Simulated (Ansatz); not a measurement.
**Naphthalene C₁₀H₈**

The numbers are results of RPBE-D3(BJ) (PAW; Ansatz, a quantum-chemistry and plane-wave program), not measurements.

Settings: plane-wave cutoff 500 eV, 4×4×4 k mesh, gaussian smearing 0.02 eV, scalar-relativistic PAW data made under PBE.

Cell (relaxed at this level):

```cif
data_C20H16
_chemical_formula_sum 'C20 H16'
_space_group_name_H-M_alt 'P 1'
_space_group_IT_number 1
_cell_length_a 7.99646
_cell_length_b 5.87763
_cell_length_c 8.69452
_cell_angle_alpha 90.000
_cell_angle_beta 125.008
_cell_angle_gamma 90.000
loop_
_space_group_symop_operation_xyz
  'x, y, z'
loop_
_atom_site_label
_atom_site_type_symbol
_atom_site_fract_x
_atom_site_fract_y
_atom_site_fract_z
_atom_site_occupancy
C1 C 0.08222 0.02094 0.32775 1
C2 C 0.91778 0.97906 0.67225 1
C3 C 0.41778 0.52094 0.67225 1
C4 C 0.58222 0.47906 0.32775 1
C5 C 0.11425 0.16671 0.22255 1
C6 C 0.88575 0.83329 0.77745 1
C7 C 0.38575 0.66671 0.77745 1
C8 C 0.61425 0.33329 0.22255 1
C9 C 0.04929 0.10748 0.03778 1
C10 C 0.95071 0.89252 0.96222 1
C11 C 0.45071 0.60748 0.96222 1
C12 C 0.54929 0.39252 0.03778 1
C13 C 0.07936 0.25436 0.92607 1
C14 C 0.92064 0.74564 0.07393 1
C15 C 0.42064 0.75436 0.07393 1
C16 C 0.57936 0.24564 0.92607 1
C17 C 0.01563 0.19136 0.74718 1
C18 C 0.98437 0.80864 0.25282 1
C19 C 0.48437 0.69136 0.25282 1
C20 C 0.51563 0.30864 0.74718 1
H1 H 0.13196 0.07023 0.46862 1
H2 H 0.86804 0.92977 0.53138 1
H3 H 0.36804 0.57023 0.53138 1
H4 H 0.63196 0.42977 0.46862 1
H5 H 0.18824 0.33035 0.27860 1
H6 H 0.81176 0.66965 0.72140 1
H7 H 0.31176 0.83035 0.72140 1
H8 H 0.68824 0.16965 0.27860 1
H9 H 0.15467 0.41682 0.98428 1
H10 H 0.84533 0.58318 0.01572 1
H11 H 0.34533 0.91682 0.01572 1
H12 H 0.65467 0.08318 0.98428 1
H13 H 0.04179 0.30499 0.66409 1
H14 H 0.95821 0.69501 0.33591 1
H15 H 0.45821 0.80499 0.33591 1
H16 H 0.54179 0.19501 0.66409 1
```

* **volume per atom**: 9.30 Å³/atom

Measured, for comparison: equilibrium volume per atom 9.47 Å³/atom (10 K, zero-point motion not removed, unit-cell volume / atoms in the cell; as tabulated in Loboda et al. (2018), arXiv:1809.09959). Computed (rounded) less measured: equilibrium volume per atom -1.8 %.

Note: the PAW data were made under another functional than the one run.

Computing time: very roughly 11 core-minutes.
